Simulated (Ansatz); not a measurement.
Geometry optimisation, Ansatz 0.2.0, RKS B3LYP/6-31G*.

The input (input.yaml):

```yaml
crystal:
  periodic: [false, false, false]
  atoms:
    - { symbol: C, position_ang: [-0.067, -0.0123, -1.0676] }
    - { symbol: H, position_ang: [-0.2654, 0.8496, -1.6912] }
    - { symbol: H, position_ang: [0.0275, -0.893, -1.6894] }
    - { symbol: H, position_ang: [-0.884, -0.1473, -0.3709] }
    - { symbol: H, position_ang: [0.8525, 0.1435, -0.5185] }
    - { symbol: H, position_ang: [0.0217, -0.2803, 2.4857] }
    - { symbol: H, position_ang: [0.3147, 0.3397, 2.852] }
basis:
  gaussian: { orbitals: "6-31G*" }
hamiltonian:
  xc: b3lyp
relax:
  f_tol: 0.02
  max_steps: 40
output:
  orbitals: {}
```

Launched with:

```bash
$ ansatz run input.yaml --threads 1 --pin off --max-ram 2048MiB --backend cpu --events-out ev --progress --plain --runs-dir out
```

Question: Where does it end, and by what steps?

Answer: The forces met the threshold. The force dipped under the threshold on the way, but the program's further checks kept it going. After 10 steps the energy has fallen by 0.033 eV; H7 moved furthest, 0.52 Å.

```tsv
step	energy less start (eV)	largest force component (eV/Å)	accepted
0	0.0000	0.914	yes
1	-0.0294	0.084	yes
2	-0.0305	0.013	yes
3	-0.0311	0.024	yes
4	-0.0317	0.084	yes
5	-0.0320	0.084	yes
6	-0.0323	0.055	yes
7	-0.0325	0.039	yes
8	-0.0327	0.073	yes
9	-0.0328	0.041	yes
10	-0.0330	0.003	yes
```

```xyz
7
Properties=species:S:1:pos:R:3
C -0.089 -0.023 -1.223
H -0.252 0.860 -1.847
H 0.039 -0.901 -1.862
H -0.951 -0.170 -0.568
H 0.810 0.121 -0.617
H 0.130 -0.137 2.755
H 0.313 0.250 3.363
```

Whether the end is a true minimum wasn't checked by a vibrational analysis.

Time of the run: 6.5 s on 1 thread of Intel(R) Xeon(R) Platinum 8375C CPU @ 2.90GHz (Ice Lake), on a shared host, peak memory 0.1 GiB.
